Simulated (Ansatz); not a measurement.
The same path of C3H2O2 (7 atoms, charge 0, multiplicity 1) was run twice with different band settings. Made: C2–H6.

These are results of UKS PBE0-D4/def2-SVP in Ansatz, not measurements.

Relaxed end points:

```xyz
7
Properties=species:S:1:pos:R:3
C -0.662 0.288 1.779
C -0.290 0.031 0.657
C 0.112 -0.338 -0.689
O -0.292 -1.310 -1.270
O 0.985 0.531 -1.204
H -0.990 0.519 2.777
H 1.197 0.210 -2.095
```

```xyz
7
Properties=species:S:1:pos:R:3
C -1.048 -0.124 1.970
C -0.483 -0.119 0.831
C 0.023 -0.349 -0.524
O -0.309 -1.282 -1.196
O 0.881 0.602 -0.892
H -0.178 0.815 1.557
H 1.174 0.388 -1.792
```

Common settings: movable images 7; climbing image yes; spring 5.0 eV/Å²; optimiser quadratic models (default); force threshold 0.05 eV/Å; iteration limit 60; end points relaxed.

| run | start path |
| --- | --- |
| 1 | through a guess of the saddle point |
| 2 | straight line |

Q: What does each run give, and how far can it be trusted?

A: Run 1: converged after 17 iterations, highest image 1.965 eV above the first end. A vibrational analysis at the climbing image gives one clearly imaginary mode, 645i cm⁻¹: a first-order saddle point.
Run 2: converged after 12 iterations, highest image 1.965 eV above the first end. Another band between the same ends (7 images) ends at a top of the same energy, where a vibrational analysis finds 1 clearly imaginary mode.
